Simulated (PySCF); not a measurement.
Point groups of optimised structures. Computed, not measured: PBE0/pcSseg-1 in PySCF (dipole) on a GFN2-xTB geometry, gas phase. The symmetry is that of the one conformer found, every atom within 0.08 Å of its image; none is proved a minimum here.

(1) Point group, rotor type and polarity of `[CH2:1]=[CH:2][CH2:3][Si@@H:4]([Cl:5])[C@H:6]([CH3:7])[O:8][CH3:9]` with C1–C2–C3–Si4 104°, C2–C3–Si4–Cl5 59°, C3–Si4–C6–C7 179°, Si4–C6–O8–C9 -167°?

(2) Point group, rotor type and polarity of `[CH:1]#[C:2][CH2:3][C:4](=[CH2:5])[C:6](=[CH2:7])[CH2:8][C:9]#[N:10]` with C2–C3–C4–C5 93°, C3–C4–C6–C7 -145°, C4–C6–C8–C9 -90°?

(3) `[CH2:1]=[CH:2][O:3]/[C:4]([F:5])=[CH:6]\[O:7][CH:8]=[O:9]` with C1–C2–O3–C4 180°, C2–O3–C4–F5 0°, C4–C6–O7–C8 180°, C6–O7–C8–O9 0°: symmetry, top, dipole?

(4) What symmetry has `[CH3:1][c:2]1[cH:3][cH:4][n:5]2[cH:6][cH:7][cH:8][cH:9][c:10]12` with H–C1–C2–C3 0° (nearest H)?

(5) `FF` (F2): symmetry, top, dipole?

(6) What symmetry has `[CH:1]#[C:2][c:3]1[cH:4][o:5][cH:6][c:7]([F:8])[c:9]1=[O:10]`?

## Answers

(1) C1; asymmetric top; symmetry number 1; this conformer is chiral (no improper operation); dipole 2.29 D.

(2) C1; asymmetric top; symmetry number 1; this conformer is chiral (no improper operation); dipole 3.74 D; A, B, C = 1517, 1269, 821.6 MHz.

(3) Cs; near-prolate asymmetric top; symmetry number 1; 2 operations, which sort the 14 atoms into 14 sets; dipole 2.68 D, in the ab plane, which is the mirror; A, B, C = 4149, 750.1, 635.2 MHz.

(4) Cs; asymmetric top; symmetry number 1; 2 operations, which sort the 19 atoms into 18 sets; dipole 0.85 D, in the ab plane, which is the mirror.

(5) D∞h; linear; symmetry number 2; dipole forbidden by symmetry (computed 0.00 D).

(6) Cs; asymmetric top; symmetry number 1; 2 operations, which sort the 13 atoms into 13 sets; dipole 4.45 D, in the ab plane, which is the mirror; A, B, C = 2352, 1172, 782.4 MHz; heavy atoms equivalent by symmetry: none.
